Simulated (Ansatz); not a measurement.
One geometry of SSi (`[Si-]#[S+]`), several functionals.

```yaml
crystal:
  periodic: [false, false, false]
  atoms:
    - {symbol: Si, position_ang: [-0.000000, 0.000000, -0.000291]}
    - {symbol: S, position_ang: [0.000000, -0.000000, 1.929612]}
basis:
  gaussian: {orbitals: def2-TZVPP}
hamiltonian: {xc: {name: B2PLYP}}
```

```sh
$ ansatz run in.yaml --threads 2 --pin off --events-out ev --progress --plain --max-ram 22528MiB --backend cpu
```

It prints (some lines left out):

```
Functional definition: B2PLYP
490 factors; integrals over basis functions are off by at most 9.2e-4 eV
mean field evaluation 1: about -18703.2737 eV, gradient 2.1e1 eV
mean field evaluation 2: about -18703.2769 eV, gradient 2.1e1 eV
mean field evaluation 4: about -18704.6134 eV, gradient 3.0e0 eV
mean field evaluation 8: about -18704.6359 eV, gradient 3.8e-2 eV
mean field evaluation 16: about -18704.6359 eV, gradient 9.0e-7 eV
mean field -18704.63594562 eV, -687.3826925440 hartree, gradient 9.0e-7 eV, S^2 0.000000; 0 other end points of the search recorded, 0 dependent functions left out
10 core orbitals not correlated: weight in the atoms' cores, before any rotation towards them, 1.000 or more for the frozen orbitals, at most 0.000 for the correlated occupied ones
reference -18704.63604901 eV, -687.3826963433 hartree; 5, 5 occupied and 69, 69 virtual orbitals, 490 factors
second order -9.03957772 eV of doubles, -0.00000000 eV of singles
Total energy: -18707.07673499 eV, -687.4723898989 hartree
```

Hardware: 2 threads of an AMD EPYC 7R13 on a shared host. Wall time 1.3 s, peak host memory 0.16 GiB.

With the line `hamiltonian: {xc: {name: LC-wPBE}}` (abridged; 0.75 s):

```
Functional definition: LC-wPBE
mean field evaluation 16: about -18707.4159 eV, gradient 3.4e-5 eV
mean field -18707.41588632 eV, -687.4848534803 hartree, gradient 3.4e-5 eV, S^2 0.000000
Total energy: -18707.41588632 eV, -687.4848534804 hartree
```

With the line `hamiltonian: {xc: {name: wB97M-V}}` and forces (abridged; 2.4 s):

```
Functional definition: wB97M-V
mean field evaluation 16: about -18712.7564 eV, gradient 3.1e-5 eV
mean field -18712.75644791 eV, -687.6811154987 hartree, gradient 3.1e-5 eV, S^2 0.000000
Total energy: -18712.75647834 eV, -687.6811166172 hartree
Atom 0 force    -0.000000     0.000000     0.256006 eV/Å
Atom 1 force     0.000000    -0.000000    -0.256006 eV/Å
Dipole moment:     0.000000    -0.000000    -0.412018 e Å
```

With the line `hamiltonian: {xc: {name: PBE-QIDH}}` (abridged; 1 s):

```
Functional definition: PBE-QIDH
mean field evaluation 16: about -18698.9731 eV, gradient 2.0e-6 eV
mean field -18698.97313886 eV, -687.1745882340 hartree, gradient 1.9e-6 eV, S^2 0.000000
10 core orbitals not correlated: weight in the atoms' cores, before any rotation towards them, 1.000 or more for the frozen orbitals, at most 0.000 for the correlated occupied ones
second order -8.22480579 eV of doubles, -0.00000000 eV of singles
Total energy: -18701.71474824 eV, -687.2753405201 hartree
```

With the line `hamiltonian: {xc: r2scan, dispersion: d4}` and forces (abridged; 1.7 s):

```
Functional definition: r2SCAN
mean field -18712.09761602 eV, -687.6569038733 hartree, gradient 1.9e-5 eV, S^2 0.000000
Total energy: -18712.10595918 eV, -687.6572104790 hartree
Atom 0 force     0.000000    -0.000000    -0.217750 eV/Å
Atom 1 force    -0.000000     0.000000     0.217750 eV/Å
Dipole moment:     0.000000    -0.000000    -0.325559 e Å
```

With the line `hamiltonian: {xc: {name: CAM-B3LYP}, dispersion: d4}` (abridged; 0.7 s):

```
Functional definition: CAM-B3LYP
mean field -18714.00346776 eV, -687.7269426331 hartree, gradient 8.0e-5 eV, S^2 0.000000
Total energy: -18714.04282096 eV, -687.7283888364 hartree
```
